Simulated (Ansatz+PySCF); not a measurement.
Values are calculated unless marked as measured or tabulated.
Input for Ansatz (development build ahead of 0.2.0):

```yaml
crystal:
  periodic: [false, false, false]
  atoms:
    - { symbol: C, position_ang: [0.0, 0.0, -0.60427] }
    - { symbol: C, position_ang: [0.0, 0.0, 3.02135] }
    - { symbol: H, position_ang: [0.0, 0.0, -1.67925] }
    - { symbol: H, position_ang: [0.0, 0.0, 4.09632] }
basis:
  gaussian: { orbitals: cc-pVDZ }
magnetization:
  spin_polarized: true
hamiltonian:
  xc: pbe0
scf:
  omitted_lower_state_checks: [starts, atomic_configurations, cluster_reference, orbital_swaps, given_window_search, neighbouring_geometries, increment]
```

The input is written out in the form of the current development build from the run's settings.

Results

- Converged: yes
- Total energy: -76.84949 hartree
- Spin squared of the determinant: 1.420
- Stability test: minimum

Caution: charge can spread falsely over distant fragments; the unrestricted determinant is a mixture of spin states; the determinant breaks the point group.
